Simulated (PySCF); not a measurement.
# How far are cheaper levels from CCSD(T)/CBS for HF⁺?

PySCF; the state is a doublet (π ↑). The composite is CCSD(T) extrapolated to the basis-set limit from two correlation-consistent sets, with core-valence (CV) and scalar-relativistic (SR) terms as its label shows; it has no spin–orbit coupling and nothing beyond (T). Here it is CCSD(T)/CBS(TQ)+CV+SR. It gives Re = 1.000 Å, ωe = 3108 cm⁻¹ and De = 3.63 eV to H⁺ + F.

```csv
level,basis,relativity,Re (Å),ωe (cm⁻¹),De (eV)
UHF,def2-TZVPPD,no relativity,0.981,3297,3.56
UHF-SCS-MP2,aug-pcseg-1,no relativity,1.011,2995,3.46
UHF-CCSD,aug-pcseg-1,no relativity,1.012,2991,3.48
UHF-CCSD(T),pcseg-2,no relativity,1.002,3100,3.66
UHF-CCSD(T),def2-TZVPPD,no relativity,1.003,3104,3.67
PW91,def2-TZVPPD,no relativity,1.023,2910,3.64
BLYP,aug-pcseg-1,no relativity,1.040,2746,3.41
TPSSh,aug-pcseg-1,no relativity,1.024,2887,3.52
MN15,pcseg-2,no relativity,1.009,3109,3.61
CAM-B3LYP,"6-31G(d,p)",no relativity,1.017,3000,3.77
```

Problem. Give the difference of each row from the composite.

Solution. 

```tsv
level	basis	ΔRe (pm)	Δωe (%)	ΔDe (eV)
UHF	def2-TZVPPD	-1.9	+6.1	-0.07
UHF-SCS-MP2	aug-pcseg-1	+1.1	-3.6	-0.17
UHF-CCSD	aug-pcseg-1	+1.2	-3.8	-0.15
UHF-CCSD(T)	pcseg-2	+0.2	-0.3	+0.03
UHF-CCSD(T)	def2-TZVPPD	+0.3	-0.1	+0.04
PW91	def2-TZVPPD	+2.3	-6.4	+0.01
BLYP	aug-pcseg-1	+4.0	-11.6	-0.22
TPSSh	aug-pcseg-1	+2.4	-7.1	-0.11
MN15	pcseg-2	+0.9	+0.0	-0.02
CAM-B3LYP	6-31G(d,p)	+1.7	-3.5	+0.14
```

Problem. Which rows come closest in De?

Solution. PW91 in def2-TZVPPD (+0.01 eV); MN15 in pcseg-2 (-0.02 eV), counted from the composite.

Correlated steps freeze 1 core orbital. Correlated levels converge slowly with the basis: in double zeta they bind strong bonds too weakly, by up to about 1 eV, and carry superposition errors of some tenths. For an ion De counts to the pair picked by the measured ionisation energies or electron affinities, which need not be the lowest pair at this level. The state was picked by a PBE0 search and need not be the measured ground state.
